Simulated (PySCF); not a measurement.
Cost against result

Saddle point of SiNH$_{6}$F, closed shell (SiNH₄F ([NH2][SiH2][F]) + H₂ → SiNH₅ ([NH2][SiH3]) + HF; bonds formed: Si1–H7, F2–H6; bonds broken: Si1–F2, H6–H7), PBE0-D4/def2-TZVP structure:

```tsv
atom	x (Å)	y (Å)	z (Å)
Si1	0.4253	-0.0694	0.3188
F2	0.1044	-0.9214	-1.4325
H3	1.1602	-1.2931	0.6952
H4	0.9266	0.9938	1.2443
N5	-1.2441	0.1350	0.4676
H6	0.8694	0.0091	-1.4145
H7	1.3155	0.7057	-0.8998
H8	-1.9178	-0.3434	-0.1032
H9	-1.6396	0.7836	1.1243
```

Barriers are electronic and count from the start structure reached by relaxing down the imaginary mode.

PySCF 2.14 with density fitting (its default auxiliary sets; JK sets also for MP2 and CCSD(T)); basis: as named in each row; cores frozen in the correlated methods. B3LYP uses VWN-RPA correlation. Extrapolation: Hartree–Fock as exp(−7.88 √X), correlation as X^−2.97.

Times are rough, for one single point on 4 threads of a shared host (Arm Neoverse V2).

The estimate by CCSD(T) at an estimated basis limit (MP2 extrapolated from triple and quadruple zeta, plus CCSD(T) − MP2 in triple zeta) is 58.76 kcal/mol.

| method | basis | time (s) | barrier (kcal/mol) | method less estimate |
| --- | --- | --- | --- | --- |
| HF | STO-3G | under 1 | 99.96 | 41.20 |
| B3LYP-D4 | 6-31G | 2 | 54.77 | -3.99 |
| PBE0-D4 | def2-SVP | 3 | 48.78 | -9.98 |
| PBE-D4 | def2-SVP | 3 | 44.59 | -14.17 |
| MP2 | def2-QZVPP | 3 | 58.62 | -0.14 |
| SPW92 | def2-TZVPP | 6 | 40.25 | -18.51 |
| CCSD(T) | def2-SVP | 8 | 57.13 | -1.63 |
| BHLYP-D4 | def2-TZVPP | 8 | 61.80 | 3.04 |
| B3LYP-D4 | def2-TZVPP | 8 | 57.03 | -1.73 |
| PBE0-D4 | def2-TZVPP | 8 | 52.98 | -5.78 |
| PBE-D4 | def2-TZVPP | 8 | 48.76 | -10.00 |
| r2SCAN-D4 | def2-TZVPP | 20 | 53.15 | -5.61 |
| wB97M-V | def2-TZVPP | 120 | 56.36 | -2.40 |
| CCSD(T) | def2-TZVPP | 230 | 59.06 | 0.30 |

All methods are single points on the PBE0-D4 structures.

No T1 diagnostic of these runs exceeds 0.013.

Labels in which every atom is bracketed show which atoms are joined, not bond orders.
